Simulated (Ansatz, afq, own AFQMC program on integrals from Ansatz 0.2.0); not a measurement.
# Where AFQMC and coupled cluster stand for SiH₂O, triplet

```xyz
4

Si    0.0000    0.0000    1.1491
O     0.0000    0.0000   -4.6739
H     0.0000    1.3319    1.7624
H     0.0000   -1.3319    1.7624
```

Connectivity, by distances: SiH2 ··· O.

Basis cc-pVDZ. Only valence electrons are correlated. AFQMC by an in-house program on the Cholesky factors that Ansatz 0.2.0 writes for its CCSD(T) run. ph-AFQMC/CISD is guided by a CISD state made of CCSD amplitudes; releasing the constraint for a short imaginary time cuts its bias at the price of noise, slowly where states lie close. ± is one standard error of the sampling.

Determinant: ROHF, the one that the program's search chose, which needn't be the lowest solution. The geometry is a point of a scan.

No full CI on the walks' own integrals is used here; CCSDT(Q) serves as the reference and is uncertain by about the last step of the cluster series.

Cautions: lower spins were not checked; higher spins were not checked; a spin-contaminated unrestricted determinant lies lower (UHF 643 meV lower, ⟨S²⟩ 2.79); the released energies are still falling, so no released level is given (meV from the phaseless value at times in 1/Eh: 7 ± 10 at 0.24, 13 ± 18 at 0.51, 28 ± 19 at 0.99, -19 ± 22 at 1.62, -52 ± 28 at 2.40); CCSDT(Q) on the UHF determinant differs (56 meV lower), perhaps since the unrestricted series falls towards higher spin.

The T1 diagnostic is 0.0128. The weight of the determinant in the CISD state is 0.875. The size of the correlated space is 12 electrons in 36 orbitals.

| level | correlation energy (eV) |
| --- | --- |
| MP2 | -5.3004 |
| CCSD | -6.5079 |
| CCSD(T) | -6.5974 |

(1) Estimate where phaseless AFQMC with a CISD trial lies against CCSD(T) on the same integrals.

(1) 1.3 ± 0.9 kJ/mol below CCSD(T). The gap is under twice the noise, so this walk alone can't tell the two apart.

Reference: CCSDT(Q), correlation energy -6.627 eV.

| level | E − E(reference) (kJ/mol) | share of correlation (%) |
| --- | --- | --- |
| CCSD(T) | 2.9 | 99.55 |
| CCSDT | 0.5 | 99.92 |
| ph-AFQMC/CISD | 1.5 ± 0.9 | 99.76 |

A walk keeps the symmetry of its determinant, which the program's search chose and which needn't be the lowest solution, so a lower state of the same spin and another symmetry isn't excluded.
